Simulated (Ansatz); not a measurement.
**Molecular dynamics, step by step**

BSiH4F (SMILES B[SiH2]F), singlet, PBE0-D4/def2-SVP (Ansatz 0.2.0). Settings (timestep in fs, temperature in K, friction in 1/fs; T counts 21 degrees of freedom, while the starting velocities carry no drift of the centre of mass, so T starts below the set value):

```yaml
hamiltonian: {xc: pbe0, dispersion: d4}
md: {n_steps: 80, timestep: 0.75, temperature: 300, ensemble: nvt_langevin, seed: 121, friction: 0.01, initial_velocities: maxwell_boltzmann}
```

Start (the SMILES describes the start alone):

| atom | x (Å) | y (Å) | z (Å) |
| --- | --- | --- | --- |
| B1 | -0.9679 | 0.2906 | -0.6701 |
| Si2 | 0.6095 | -0.0916 | 0.4096 |
| F3 | 0.7354 | -1.6849 | 0.7069 |
| H4 | -1.6995 | -0.5483 | -1.0282 |
| H5 | -1.2265 | 1.3861 | -0.9885 |
| H6 | 0.6346 | 0.4571 | 1.7700 |
| H7 | 1.9144 | 0.1910 | -0.1998 |

```
step  time (fs)  potential energy less the start (meV)  kinetic energy (meV)  T (K)
   0       0.00                                    0.0                 232.7    257
   5       3.75                                   53.6                 188.2    208
  10       7.50                                   27.9                 231.2    255
  15      11.25                                  -43.2                 285.7    316
  20      15.00                                  -30.9                 281.6    311
  25      18.75                                  102.7                 197.5    218
  30      22.50                                   42.5                 241.5    267
  35      26.25                                  -19.7                 330.2    365
  40      30.00                                  -23.1                 334.2    369
  45      33.75                                   65.8                 269.3    298
  50      37.50                                  104.4                 241.3    267
  55      41.25                                   15.6                 289.6    320
  60      45.00                                  -22.8                 328.5    363
  65      48.75                                   21.9                 271.7    300
  70      52.50                                    8.9                 352.5    390
  75      56.25                                   10.5                 309.0    341
  80      60.00                                    3.4                 380.1    420
```

Step 45, positions (Å) and forces (eV/Å):

```json
{"atom": "B1", "x": "-0.998", "y": "0.177", "z": "-0.831", "Fx": "-0.524", "Fy": "0.879", "Fz": "-0.664"}
{"atom": "Si2", "x": "0.613", "y": "-0.178", "z": "0.355", "Fx": "0.492", "Fy": "-0.551", "Fz": "0.785"}
{"atom": "F3", "x": "0.727", "y": "-1.757", "z": "0.806", "Fx": "-0.118", "Fy": "0.231", "Fz": "-0.216"}
{"atom": "H4", "x": "-2.120", "y": "-0.321", "z": "-1.043", "Fx": "0.969", "Fy": "-0.200", "Fz": "0.516"}
{"atom": "H5", "x": "-0.931", "y": "1.231", "z": "-1.478", "Fx": "0.191", "Fy": "-0.357", "Fz": "0.335"}
{"atom": "H6", "x": "0.512", "y": "0.568", "z": "1.688", "Fx": "-0.230", "Fy": "0.004", "Fz": "-0.598"}
{"atom": "H7", "x": "2.018", "y": "0.160", "z": "-0.158", "Fx": "-0.780", "Fy": "-0.007", "Fz": "-0.158"}
```

Step 60, positions (Å) and forces (eV/Å):

| atom | x | y | z | Fx | Fy | Fz |
| --- | --- | --- | --- | --- | --- | --- |
| B1 | -0.922 | 0.099 | -0.877 | -0.976 | 0.566 | -0.069 |
| Si2 | 0.601 | -0.228 | 0.345 | -0.275 | 0.863 | -0.473 |
| F3 | 0.715 | -1.736 | 0.830 | 0.181 | -1.571 | 0.647 |
| H4 | -2.043 | -0.451 | -0.957 | 0.996 | 0.298 | -0.073 |
| H5 | -0.719 | 1.154 | -1.484 | -0.325 | -0.427 | 0.001 |
| H6 | 0.472 | 0.649 | 1.541 | -0.052 | 0.166 | 0.100 |
| H7 | 1.842 | 0.107 | -0.372 | 0.452 | 0.105 | -0.133 |

Step 70, positions (Å) and forces (eV/Å):

| atom | x | y | z | Fx | Fy | Fz |
| --- | --- | --- | --- | --- | --- | --- |
| B1 | -0.886 | 0.106 | -0.914 | 0.947 | 0.197 | 0.253 |
| Si2 | 0.609 | -0.252 | 0.329 | -0.027 | 1.396 | -0.300 |
| F3 | 0.719 | -1.768 | 0.876 | 0.127 | -0.292 | 0.315 |
| H4 | -1.796 | -0.616 | -0.946 | -1.146 | -0.457 | -0.369 |
| H5 | -0.722 | 1.091 | -1.588 | -0.345 | 0.072 | -0.083 |
| H6 | 0.405 | 0.792 | 1.438 | 0.241 | -0.614 | -0.172 |
| H7 | 1.825 | 0.145 | -0.461 | 0.204 | -0.303 | 0.356 |

Last step (80):

B1  (-0.834, 0.092, -0.954)
Si2  (0.631, -0.266, 0.313)
F3  (0.729, -1.819, 0.941)
H4  (-1.784, -0.715, -1.106)
H5  (-0.853, 1.046, -1.696)
H6  (0.398, 0.799, 1.306)
H7  (1.936, 0.032, -0.361)
(Å)

The run took about 4.6 min on 2 CPU threads of an Intel Xeon (shared host).
